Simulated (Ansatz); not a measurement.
These are B3LYP-D3(BJ)/def2-SVP run with Ansatz (a program for electronic structure) values and carry that method's errors. No frequencies were computed at this level.

Ansatz 0.2 input:
```yaml
crystal:
  periodic: [false, false, false]
  atoms:
    - { symbol: C, position_ang: [-0.362294, 0.016998, -0.018226] }
    - { symbol: O, position_ang: [0.911056, -0.577086, -0.072736] }
    - { symbol: H, position_ang: [-0.470402, 0.812843, -0.76324] }
    - { symbol: H, position_ang: [-1.081055, -0.77056, -0.236623] }
    - { symbol: H, position_ang: [-0.575936, 0.427166, 0.974862] }
    - { symbol: H, position_ang: [1.578631, 0.09064, 0.115963] }
basis:
  gaussian: { orbitals: def2-svp }
hamiltonian:
  xc: b3lyp
  dispersion: d3bj
relax:
  max_steps: 150
```

Output:

```
Functional definition: B3LYP
525 factors; integrals over basis functions are off by at most 2.3e-4 eV
mean field evaluation 1: about -3142.4016 eV, gradient 4.5e1 eV
mean field evaluation 2: about -3139.8587 eV, gradient 5.9e1 eV
mean field evaluation 4: about -3146.4801 eV, gradient 1.9e0 eV
mean field evaluation 8: about -3146.4873 eV, gradient 2.1e-2 eV
mean field -3146.48725553 eV, -115.6312738751 hartree, gradient 6.2e-5 eV, S^2 0.000000; 0 other end points of the search recorded, 0 dependent functions left out
reference -3146.48740819 eV, -115.6312794854 hartree; 9, 9 occupied and 39, 39 virtual orbitals, 525 factors
relax step   1: F+E_penalty+E_count = -3146.57181944 eV  Δ(F+E_penalty+E_count) = +0.000e0 eV  max|allowed force component| = 6.957e-1 eV/Å  Δτ_max = 0.0000 Å  (23 SCF iters, accepted)
these checks for a lower state are left out or cut short: starts, cluster_reference, orbital_swaps, neighbouring_geometries, increment
525 factors; integrals over basis functions are off by at most 2.4e-4 eV
mean field evaluation 16: about -3146.5024 eV, gradient 1.7e-3 eV
mean field -3146.50239797 eV, -115.6318303496 hartree, gradient 1.5e-5 eV, S^2 0.000000; 0 other end points of the search recorded, 0 dependent functions left out
reference -3146.50255038 eV, -115.6318359505 hartree; 9, 9 occupied and 39, 39 virtual orbitals, 525 factors
relax step   2: F+E_penalty+E_count = -3146.58682259 eV  Δ(F+E_penalty+E_count) = -1.500e-2 eV  max|allowed force component| = 2.908e-1 eV/Å  Δτ_max = 0.0136 Å  (23 SCF iters, accepted)
these checks for a lower state are left out or cut short: starts, cluster_reference, orbital_swaps, neighbouring_geometries, increment
525 factors; integrals over basis functions are off by at most 2.5e-4 eV
mean field -3146.50392016 eV, -115.6318862890 hartree, gradient 1.6e-5 eV, S^2 0.000000; 0 other end points of the search recorded, 0 dependent functions left out
reference -3146.50407240 eV, -115.6318918836 hartree; 9, 9 occupied and 39, 39 virtual orbitals, 525 factors
relax step   3: F+E_penalty+E_count = -3146.58832334 eV  Δ(F+E_penalty+E_count) = -1.501e-3 eV  max|allowed force component| = 6.022e-2 eV/Å  Δτ_max = 0.0050 Å  (23 SCF iters, accepted)
these checks for a lower state are left out or cut short: starts, cluster_reference, orbital_swaps, neighbouring_geometries, increment
525 factors; integrals over basis functions are off by at most 2.5e-4 eV
mean field -3146.50397218 eV, -115.6318882005 hartree, gradient 3.3e-5 eV, S^2 0.000000; 0 other end points of the search recorded, 0 dependent functions left out
reference -3146.50412434 eV, -115.6318937924 hartree; 9, 9 occupied and 39, 39 virtual orbitals, 525 factors
relax step   4: F+E_penalty+E_count = -3146.58838487 eV  Δ(F+E_penalty+E_count) = -6.153e-5 eV  max|allowed force component| = 1.558e-2 eV/Å  Δτ_max = 0.0015 Å  (18 SCF iters, accepted)
these checks for a lower state are left out or cut short: starts, cluster_reference, orbital_swaps, neighbouring_geometries, increment
525 factors; integrals over basis functions are off by at most 2.5e-4 eV
mean field evaluation 32: about -3146.5040 eV, gradient 4.5e-2 eV
mean field -3146.50397592 eV, -115.6318883382 hartree, gradient 2.3e-5 eV, S^2 0.000000; 0 other end points of the search recorded, 0 dependent functions left out
reference -3146.50412806 eV, -115.6318939289 hartree; 9, 9 occupied and 39, 39 virtual orbitals, 525 factors
relax step   5: F+E_penalty+E_count = -3146.58839079 eV  Δ(F+E_penalty+E_count) = -5.921e-6 eV  max|allowed force component| = 3.648e-3 eV/Å  Δτ_max = 0.0004 Å  (17 SCF iters, accepted)
525 factors; integrals over basis functions are off by at most 2.5e-4 eV
mean field -3146.50397592 eV, -115.6318883382 hartree, gradient 2.3e-5 eV, S^2 0.000000; 1 other end points of the search recorded, 0 dependent functions left out
reference -3146.50412806 eV, -115.6318939289 hartree; 9, 9 occupied and 39, 39 virtual orbitals, 525 factors
Total energy: -3146.58854293 eV, -115.6349961182 hartree
Atom 0 at    -0.346513     0.012412    -0.018285 Å, force     0.000514     0.003648     0.000841 eV/Å
Atom 1 at     0.925341    -0.586532    -0.073965 Å, force     0.001894    -0.001906    -0.000308 eV/Å
Atom 2 at    -0.483325     0.819242    -0.766913 Å, force    -0.000606    -0.000154     0.000126 eV/Å
Atom 3 at    -1.092073    -0.767840    -0.236688 Å, force     0.001629    -0.000731    -0.000063 eV/Å
Atom 4 at    -0.589356     0.431749     0.979372 Å, force    -0.000583    -0.000071    -0.000248 eV/Å
Atom 5 at     1.585925     0.090971     0.116479 Å, force    -0.002848    -0.000788    -0.000348 eV/Å
Dipole moment:    -0.027865     0.328669     0.071238 e Å
```

Cost: around 5 core-seconds (rough).
